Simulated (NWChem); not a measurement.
Molecule: chloroform (CHCl₃); SMILES ClC(Cl)Cl

```xyz
5

Cl     1.4799     0.8383    -0.0776
C      0.0000     0.0000     0.4604
Cl    -1.4660     0.8624    -0.0776
Cl    -0.0139    -1.7008    -0.0776
H      0.0000     0.0000     1.5636
```
Atoms are numbered in this order, from 1.

Level: PBE-D3(BJ)/def2-SVP (NWChem), optimised geometry, unscaled harmonic frequencies. 

```json
[
 {"frequency (cm⁻¹)": "251", "IR intensity (km/mol)": "0.0"},
 {"frequency (cm⁻¹)": "251", "IR intensity (km/mol)": "0.0"},
 {"frequency (cm⁻¹)": "359", "IR intensity (km/mol)": "0.4"},
 {"frequency (cm⁻¹)": "658", "IR intensity (km/mol)": "6.4"},
 {"frequency (cm⁻¹)": "721", "IR intensity (km/mol)": "183.0"},
 {"frequency (cm⁻¹)": "721", "IR intensity (km/mol)": "183.0"},
 {"frequency (cm⁻¹)": "1171", "IR intensity (km/mol)": "19.2"},
 {"frequency (cm⁻¹)": "1171", "IR intensity (km/mol)": "19.2"},
 {"frequency (cm⁻¹)": "3091", "IR intensity (km/mol)": "0.2"}
]
```

```json
{
  "zero_point_energy": "12.0 kcal/mol",
  "thermal correction to the enthalpy at 298.15 K (with zero-point energy)": "15.4 kcal/mol",
  "heat capacity Cv": "14.0 cal/(mol K)",
  "entropy at 298.15 K and 1 atm (symmetry number 3)": "70.9 cal/(mol K)",
  "dipole_moment": "1.10 D"
}
```

Rigid rotor and harmonic oscillator.
